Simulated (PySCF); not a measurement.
**AlH3S (SMILES [AlH2][SH]): revPBE/def2-TZVP**

What is the energy change on altering one bond length of AlH3S at revPBE/def2-TZVP? 

Program for the calculation: PySCF 2.14.0.

1 further run of the same task is left out (set aside as unsound or not needed).

## Step 1: The system as given

The species is AlH3S (5 atoms), meant as a singlet with charge 0. As SMILES, `[AlH2][SH]`. The coordinates come from a PBE0-D4/def2-TZVP relaxation.

Bond lengths: Al1–S2 2.181 Å, Al1–H3 1.579 Å, Al1–H4 1.581 Å, S2–H5 1.344 Å. Angles: Al1–S2–H5 93.7°, S2–Al1–H3 116.5°, S2–Al1–H4 118.9°, H3–Al1–H4 124.6°.

## Step 2: The energy at revPBE/def2-TZVP

The input, calc.py:

```python
from pyscf import gto, dft

system = gto.M(
    atom='''
Al    -1.164260    -0.121320    -0.343363
S      2.133690    -0.648365     2.072274
H     -3.744870    -1.228511     0.663483
H     -0.833558     1.315249    -2.941170
H      3.703296     0.543863     0.470542
''',
    unit='bohr',
    verbose=3,
    basis='def2-tzvp',
    max_memory=1860,
)

mf = dft.RKS(system, xc='revpbe')
mf.conv_tol = 1e-10
mf.grids.level = 5
mf.kernel()
if not mf.converged:
    mf = mf.newton().run(mf.mo_coeff, mf.mo_occ)

e_final = mf.e_tot
print(f'total energy: {e_final:.8f} hartree')
```

The run is started by

```console
$ OMP_NUM_THREADS=1 python calc.py
```

Standard output:

```text
converged SCF energy = -642.343826955192
total energy: -642.34382696 hartree
```

Run time: 9.3 s. Hardware: 1 thread of Arm Neoverse V2, shared host; peak memory 0.45 GiB.

## Step 3: The distorted shape at the same level

The input, job.py:

```python
from pyscf import gto, dft

mol = gto.M(
    atom=[
    ('Al', (1.022579, 0.638862, -0.821044)),
    ('S', (2.767779, 0.359962, 0.457256)),
    ('H', (-1.981700, -0.650100, 0.351100)),
    ('H', (1.197579, 1.399062, -2.195744)),
    ('H', (3.598379, 0.990862, -0.390344)),
],
    max_memory=1860,
    spin=0,
    verbose=4,
    charge=0,
    basis='def2-tzvp',
)

ks = dft.RKS(mol)
ks.xc = 'revpbe'
ks.conv_tol = 1e-10
ks.grids.level = 5
ks.kernel()
if not ks.converged:
    ks = ks.newton().run(ks.mo_coeff, ks.mo_occ)

energy = ks.e_tot
print('E(%s) = %.9f' % ('REVPBE', energy))
```

The run is started by

```console
$ OMP_NUM_THREADS=1 python job.py
```

Standard output:

```text
PySCF version 2.14.0

[... 87 lines left out ...]
converged SCF energy = -642.208986068112
E(REVPBE) = -642.208986068
```

Run time: 13 s. Hardware: 1 thread of Arm Neoverse V2, shared host; peak memory 0.44 GiB.

## Step 4: Outcome

Level: revPBE/def2-TZVP.

```
                                                          quantity          value
                                         first shape: total energy  -642.34383 Eh
                                        first shape: dipole moment         0.88 D
                                          first shape: HOMO energy       -6.64 eV
                                          first shape: LUMO energy       -2.06 eV
                                        first shape: HOMO–LUMO gap        4.59 eV
                                     distorted shape: total energy  -642.20899 Eh
                                    distorted shape: dipole moment         3.66 D
                                      distorted shape: HOMO energy       -5.38 eV
                                      distorted shape: LUMO energy       -4.13 eV
                                    distorted shape: HOMO–LUMO gap        1.26 eV
energy change with the Al1–H3 bond stretched from 1.579 to 3.473 Å       3.669 eV
```

What this shows: One bond (distorted shape) is far stretched, which a spin-restricted single reference describes badly; a broken-symmetry solution may lie lower. With the Al1–H3 bond stretched from 1.579 to 3.473 Å the energy rises by 3.67 eV (85 kcal/mol). The first shape isn't relaxed at this level, so the change isn't measured from a minimum. A restricted reference can't describe the breaking bond well at this length. Mulliken charges (first shape) run from -0.32 on S2 to +0.32 on Al1; they depend strongly on the basis.
